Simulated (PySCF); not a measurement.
# wB97X/def2-TZVPPD run of [HO2]− (hydroperoxide(1-))

Aim: the vertical ionisation energy of [HO2]− (hydroperoxide(1-)) at wB97X/def2-TZVPPD, from 2 runs. 

Program for the calculation: PySCF 2.14.0.

4 further runs of the same task are left out: 4 set aside as unsound or not needed.

### 1 The molecule

The species is [HO2]− (3 atoms), meant as a singlet with charge -1. As SMILES, `[O-]O`. The coordinates come from a GFN2-xTB relaxation.

Bond lengths: O1–O2 1.458 Å, O2–H3 0.963 Å. Angles: O1–O2–H3 100.3°.

### 2 The energy at wB97X/def2-TZVPPD

The input, run.py:

```python
# hydroperoxide(1-)
from pyscf import gto, dft

system = gto.M(
    atom='O -0.355040 1.013280 -0.080710; O -0.244450 -0.436620 -0.180910; H 0.599490 -0.576670 0.261620',
    basis='def2-tzvppd',
    charge=-1,
    verbose=3,
    max_memory=1860,
)

mf = dft.RKS(system, xc='wb97x')
mf.conv_tol = 1e-10
mf.grids.level = 5
mf.kernel()
if not mf.converged:
    mf = mf.newton().run(mf.mo_coeff, mf.mo_occ)

energy = mf.e_tot
print('Final energy', energy)
```

Started as:

```sh
OMP_NUM_THREADS=1 python run.py
```

The program printed:

```text
converged SCF energy = -150.967339539675
Final energy -150.9673395396754
```

It took 9.3 s on 1 thread of Intel Xeon 6975P-C (Granite Rapids), shared host; peak memory 0.46 GiB.

### 3 Doublet neutral HO2 at the same level

The input, run.py:

```python
from pyscf import gto, dft

mol = gto.M(
    atom='''
O     -0.670928     1.914822    -0.152520
O     -0.461944    -0.825092    -0.341870
H      1.132872    -1.089748     0.494390
''',
    max_memory=1860,
    spin=1,
    verbose=3,
    unit='bohr',
    basis='def2-tzvppd',
)

mf = dft.UKS(mol, xc='wb97x')
mf.conv_tol = 1e-10
mf.grids.level = 5
mf.kernel()
if not mf.converged:
    mf = mf.newton().run(mf.mo_coeff, mf.mo_occ)

e_final = mf.e_tot
print('Final energy', e_final)
```

Started as:

```sh
OMP_NUM_THREADS=1 python run.py
```

The program printed:

```text
WARN: HOMO -0.320722490404787 >= LUMO -0.320722490404789

converged SCF energy = -150.92345958276  <S^2> = 0.75540918  2S+1 = 2.0054019
Final energy -150.92345958275956
```

Wall time 15 s (1 thread of Intel Xeon 6975P-C (Granite Rapids), shared host); peak memory 0.48 GiB.

### 4 Outcome

At wB97X/def2-TZVPPD:

| quantity | value |
| --- | --- |
| singlet [HO2]−: total energy | -150.96734 Eh |
| singlet [HO2]−: HOMO energy | -1.11 eV |
| singlet [HO2]−: LUMO energy | 6.42 eV |
| singlet [HO2]−: HOMO–LUMO gap (to an unbound level, set by the basis) | 7.53 eV |
| doublet neutral HO2: total energy | -150.92346 Eh |
| doublet neutral HO2: dipole moment | 1.99 D |
| doublet neutral HO2: HOMO energy (highest over α and β) | -11.41 eV |
| doublet neutral HO2: LUMO energy (lowest over α and β) | -1.45 eV |
| doublet neutral HO2: ⟨S²⟩ | 0.755 |
| vertical detachment energy (to the doublet neutral) | 1.194 eV |

The vertical ionisation energy comes to 1.19 eV (28 kcal/mol). The negative HOMO energy of the first species, 1.11 eV, lies 0.09 eV below that difference. Mulliken charges (singlet [HO2]−) run from -0.82 on O1 to +0.12 on H3; in a basis this large or diffuse they mean little. Mulliken charges (doublet neutral HO2) run from -0.13 on O1 to +0.23 on H3; in a basis this large or diffuse they mean little.
